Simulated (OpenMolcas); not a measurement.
## How methods differ on SiH3O (SMILES [O][SiH3])

SiH3O has 5 atoms, charge 0, and is taken as a doublet. As SMILES, `[O][SiH3]`. Geometry: relaxed at GFN2-xTB.

```xyz
5

O    -1.4166    0.2678    0.6902
Si   -0.0659    0.0078    0.0199
H    -0.1206   -0.2424   -1.4475
H     0.6859   -1.1593    0.5729
H     0.9172    1.1260    0.1645
```

Each level gives the energy change with the Si2–H5 bond stretched from 1.496 to 2.618 Å (eV). The values are calculated.

```csv
level,kind,program,value (eV),less FCI/STO-3G
ROHF/STO-3G,Hartree–Fock,OpenMolcas,4.81,+2.05
USVWN5/STO-3G,LDA,OpenMolcas,3.02,+0.26
UPBE/STO-3G,GGA,OpenMolcas,2.86,+0.10
U-r2SCAN/STO-3G,meta-GGA,OpenMolcas,3.12,+0.36
UM06-2X/STO-3G,hybrid meta-GGA,OpenMolcas,3.46,+0.70
"CASSCF(3,3)/STO-3G",multireference,OpenMolcas,3.20,+0.44
ROCCSD(T)/STO-3G,coupled cluster or CI,OpenMolcas,2.40,-0.36
FCI/STO-3G,exact in the basis,OpenMolcas,2.76,0.00
```

FCI/STO-3G is exact within its basis and frozen core, so for wave-function methods in that basis the difference is their error; functionals converge differently with the basis, so for them it is only a difference. The first shape isn't each level's own minimum. The values span 2.40 to 4.81 eV. Spin contamination of the reference (⟨S²⟩ at least 0.1 too high) touches UM06-2X/STO-3G. All rows use very small basis sets, so even the best lies far from the true value.
